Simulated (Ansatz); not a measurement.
**CH₅LiSi: one structure at several levels**

A test off equilibrium: a structure displaced at random from a GFN2-xTB minimum is computed at several levels, and each is set against CCSD(T).

The runs use Ansatz 0.2.0, Gaussian basis; single points in def2-TZVPP.

Correlated methods freeze the cores. The outer core shell of Li, Na, Mg and K is correlated.

### 1 Where the work starts

SMILES `[Li][SiH2]C`, 8 atoms, charge 0, spin multiplicity 1.

Atoms are counted from 1 here; the program's logs count them from 0.

Bond lengths: Li1–Si2 2.424 Å, Si2–C3 1.865 Å, Si2–H4 1.579 Å, Si2–H5 1.622 Å, C3–H6 1.022 Å, C3–H7 1.050 Å, C3–H8 1.147 Å. Angles: Li1–Si2–C3 84.7°, Li1–Si2–H4 132.7°, Li1–Si2–H5 128.4°, C3–Si2–H4 103.3°, C3–Si2–H5 100.5°, H4–Si2–H5 96.4°, Si2–C3–H6 110.3°, Si2–C3–H7 109.1°, Si2–C3–H8 111.8°, H6–C3–H7 104.9°, H6–C3–H8 113.2°, H7–C3–H8 107.3°.

Geometry (Å):

```mol
CH5LiSi
  3D, bonds by distance, orders not assigned

  8  7  0  0  0  0  0  0  0  0999 V2000
   -2.3407    0.8401    0.2859 Li  0  0
   -0.2503    0.4433   -0.8750 Si  0  0
    0.2439   -0.4573    0.6811 C   0  0
    0.1632   -0.5603   -2.0223 H   0  0
    1.0121    1.4472   -1.0478 H   0  0
    0.2136    0.1761    1.4828 H   0  0
    1.2501   -0.7481    0.6052 H   0  0
   -0.3752   -1.4109    0.8354 H   0  0
  1  2  8  0
  2  3  8  0
  2  4  8  0
  2  5  8  0
  3  6  8  0
  3  7  8  0
  3  8  8  0
M  END
```

### 2 CCSD(T)/def2-TZVPP

run/in.yaml reads:

```yaml
crystal:
  periodic: [false, false, false]
  atoms:
    - {symbol: Li, position_ang: [-2.340700, 0.840100, 0.285900]}
    - {symbol: Si, position_ang: [-0.250300, 0.443300, -0.875000]}
    - {symbol: C, position_ang: [0.243900, -0.457300, 0.681100]}
    - {symbol: H, position_ang: [0.163200, -0.560300, -2.022300]}
    - {symbol: H, position_ang: [1.012100, 1.447200, -1.047800]}
    - {symbol: H, position_ang: [0.213600, 0.176100, 1.482800]}
    - {symbol: H, position_ang: [1.250100, -0.748100, 0.605200]}
    - {symbol: H, position_ang: [-0.375200, -1.410900, 0.835400]}
basis:
  gaussian: {orbitals: def2-TZVPP}
correlation: {method: ccsd_t}
output: {forces: true}
```

No record of the launch command was kept for these runs.

### 3 PBE0-D4/def2-TZVPP

Changes to run/in.yaml since step 2:

```diff
@@ -13,3 +13,3 @@
   gaussian: {orbitals: def2-TZVPP}
-correlation: {method: ccsd_t}
-output: {forces: true}
+hamiltonian: {xc: pbe0, dispersion: d4}
+output: {forces: true, orbitals: {seedname: orbitals}}
```

### 4 wB97M-V/def2-TZVPP

Changes to run/in.yaml since step 3:

```diff
@@ -13,3 +13,3 @@
   gaussian: {orbitals: def2-TZVPP}
-hamiltonian: {xc: pbe0, dispersion: d4}
-output: {forces: true, orbitals: {seedname: orbitals}}
+hamiltonian: {xc: {name: wB97M-V}}
+output: {forces: true}
```

### 5 r2SCAN-D4/def2-TZVPP

Changes to run/in.yaml since step 4:

```diff
@@ -13,3 +13,3 @@
   gaussian: {orbitals: def2-TZVPP}
-hamiltonian: {xc: {name: wB97M-V}}
+hamiltonian: {xc: r2scan, dispersion: d4}
 output: {forces: true}
```

### 6 PBE-D4/def2-TZVPP

Changes to run/in.yaml since step 5:

```diff
@@ -13,3 +13,3 @@
   gaussian: {orbitals: def2-TZVPP}
-hamiltonian: {xc: r2scan, dispersion: d4}
+hamiltonian: {xc: pbe, dispersion: d4}
 output: {forces: true}
```

### 7 CAM-B3LYP-D4/def2-TZVPP

Changes to run/in.yaml since step 6:

```diff
@@ -13,3 +13,3 @@
   gaussian: {orbitals: def2-TZVPP}
-hamiltonian: {xc: pbe, dispersion: d4}
+hamiltonian: {xc: {name: CAM-B3LYP}, dispersion: d4}
 output: {forces: true}
```

### 8 revPBE-D4/def2-TZVPP

Changes to run/in.yaml since step 7:

```diff
@@ -13,3 +13,3 @@
   gaussian: {orbitals: def2-TZVPP}
-hamiltonian: {xc: {name: CAM-B3LYP}, dispersion: d4}
+hamiltonian: {xc: {name: revPBE}, dispersion: d4}
 output: {forces: true}
```

(Steps that only read results are left out.)

Before running it: what results should come out? Wanted: energy less free atoms, CCSD(T)/def2-TZVPP; RMS force component; RMS force error; HOMO and LUMO, PBE0-D4; T1 diagnostic.

**Answer**, as computed:

```
                                  quantity                                                                                                  value
energy less free atoms, CCSD(T)/def2-TZVPP                                                                                        -550.3 kcal/mol
                       RMS force component                                                                   1.177 to 1.204 eV/Å over the methods
                           RMS force error  PBE0-D4 0.067, wB97M-V 0.057, r2SCAN-D4 0.055, PBE-D4 0.133, CAM-B3LYP-D4 0.076, revPBE-D4 0.148 eV/Å
                    HOMO and LUMO, PBE0-D4                                                                                     -5.15 and -1.49 eV
                             T1 diagnostic                                                                                                  0.012
```

What this shows: Against CCSD(T) the functionals' energies less atoms differ by -15.9 to -4.4 kcal/mol, PBE-D4 by -13.1 kcal/mol. A larger basis would deepen the CCSD(T) value, while the functionals are nearly converged already, so the order here is not reliable. The forces of r2SCAN-D4 come nearest to CCSD(T), those of revPBE-D4 are farthest. Frozen-core CCSD(T) forces in triple zeta carry basis errors of their own, and this is one geometry, so small gaps rank nothing.
